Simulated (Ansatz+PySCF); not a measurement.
Results of a calculation; reference values are marked as such.
This PySCF input gave a total energy of -38.27894 hartree.

```python
from pyscf import gto, scf, cc

mol = gto.M(atom="""
H 0.000000 0.000000 0.000000
C 0.425870 0.567830 1.229390
""", basis='6-31g', charge=0, spin=3)
mf = scf.UHF(mol)
mf.kernel()
mycc = cc.CCSD(mf, frozen=1).run()
et = mycc.ccsd_t()
print(mf.e_tot, mycc.e_corr, et, mycc.e_tot + et)
```

(1) Write an input for Ansatz with the same method and basis set.

Answers

(1)

```yaml
crystal:
  periodic: [false, false, false]
  atoms:
    - { symbol: H, position_ang: [0.0, 0.0, 0.0] }
    - { symbol: C, position_ang: [0.42587, 0.56783, 1.22939] }
basis:
  gaussian: { orbitals: "6-31G" }
magnetization:
  spin_polarized: true
  initial_magnetization: 3
hamiltonian:
  xc: hf
correlation:
  method: ccsd_t
  frozen_orbitals: { C: 1, H: 0 }
scf:
  omitted_lower_state_checks: [stability, starts, atomic_configurations, cluster_reference, orbital_swaps, given_window_search, neighbouring_geometries, increment]
```

Ansatz (development build ahead of 0.2.0) gave -38.27894 hartree, 0.05 meV from the first.
